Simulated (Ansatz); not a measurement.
# N4O2: the cost of one run

Computed with Ansatz 0.2.0 (the levels named in each step, unless a step's input says otherwise).

## (1) The starting structure

Bond lengths: N1–N2 1.106 Å, N2–O3 1.149 Å, N4–N5 1.105 Å, N5–O6 1.151 Å. Angles: N1–N2–O3 179.9°, N4–N5–O6 179.0°.

Coordinates:

```xyz
6

N     0.5876   -0.1979    0.6426
N     1.4017    0.0789    1.3382
O     2.2473    0.3651    2.0610
N    -1.8008   -1.2084   -1.2806
N    -1.4652   -0.1591   -1.3686
O    -1.1295    0.9362   -1.4758
```

## (2) A rough first relaxation, PBE-D4/def2-SVP

This run stands in another session on the same molecule. It ended at:

```xyz
6

N     0.6053   -0.4888    0.7838
N     1.4249    0.0555    1.3713
O     2.2742    0.6162    1.9815
N    -1.9381   -1.1910   -1.4267
N    -1.4932   -0.1358   -1.4067
O    -1.0320    0.9587   -1.3864
```

## (3) Relaxation, PBE0-D4/def2-TZVPP

This run stands in another session on the same molecule. It ended at:

```xyz
6

N     0.7341   -0.9753    1.1013
N     1.2924   -0.0214    1.2721
O     1.8784    0.9785    1.4518
N    -1.9767   -0.9745   -1.5496
N    -1.3652   -0.0715   -1.3068
O    -0.7220    0.8792   -1.0519
```

## (4) Frequencies, PBE0-D4/def2-TZVPP

The input, input.yaml:

```yaml
crystal:
  periodic: [false, false, false]
  atoms:
    - { symbol: "N", position_ang: [0.73409385, -0.9752855, 1.10127665] }
    - { symbol: "N", position_ang: [1.29243925, -0.02141569, 1.27207468] }
    - { symbol: O, position_ang: [1.87839552, 0.97845375, 1.45177521] }
    - { symbol: "N", position_ang: [-1.97670129, -0.97453564, -1.54964912] }
    - { symbol: "N", position_ang: [-1.36519709, -0.07153812, -1.30684831] }
    - { symbol: O, position_ang: [-0.72204026, 0.87920119, -1.05187911] }
basis:
  gaussian: { orbitals: def2-TZVPP }
hamiltonian:
  xc: pbe0
  dispersion: d4
phonons: {}
```

Started as:

```console
> ansatz run input.yaml --threads 4 --pin off --max-ram 10240MiB --backend cpu --events-out ev --progress --plain --runs-dir out
```

**Question.** How long does this run take on 4 threads of AMD EPYC (Zen 3), shared host, and how much memory does it need?

About 1.9 min, with a peak of 0.36 GiB.
